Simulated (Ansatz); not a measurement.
**SiHS (doublet): wave-function methods side by side, def2-TZVPP**

An exercise on one series of results from a longer session: the logs are not shown, and one member is left open.

Computed with Ansatz 0.2.0, Gaussian basis. Level: def2-TZVPP, core rule «outside noble gas», up to 10 orbitals frozen.

Plan: UHF; ROHF; CCSD(T) on UHF.

### The geometry

The geometry is a PBE0/def2-TZVP stationary point (not a proven minimum) of the parent state, kept for this charge and spin.

3 atoms, charge 0, spin multiplicity 2.

Atoms are counted from 1 here; the program's logs count them from 0.

Bond lengths: Si1–S2 2.172 Å, Si1–H3 1.496 Å. Angles: S2–Si1–H3 117.1°.

Set-up of the first run:

in.yaml

```yaml
crystal:
  periodic: [false, false, false]
  atoms:
    - {symbol: Si, position_ang: [0.000000, -0.094141, 1.124038]}
    - {symbol: S, position_ang: [0.000000, 0.044996, -1.043902]}
    - {symbol: H, position_ang: [0.000000, 1.191747, 1.888549]}
basis:
  gaussian: {orbitals: def2-TZVPP}
magnetization: {spin_polarized: true, initial_magnetization: 1}
hamiltonian: {xc: hf}
output: {orbitals: {seedname: orbitals}}
```

Run with:

```console
$ ansatz run in.yaml --threads 1 --pin off --events-out ev --progress --plain --max-ram 3968MiB --backend cpu
```

Steps of the session up to this table: UHF; ROHF; CCSD(T) on UHF.

One table of the session follows, with a row left open; its other results are not shown here.

| method | from UCCSD(T) (kcal/mol) |
| --- | --- |
| ROHF | ? |
| UHF | +194.46 |
| UMP2 | +35.76 |
| UCCSD | +11.16 |
| UCCSD(T) | 0 |

**Question.** Estimate the row for ROHF.

**Answer.** from UCCSD(T) (kcal/mol): +200.49. In the column «from UCCSD(T) (kcal/mol)» it is the highest.

To keep in mind: Warnings: spin contamination; coupled cluster took another determinant than the lowest.
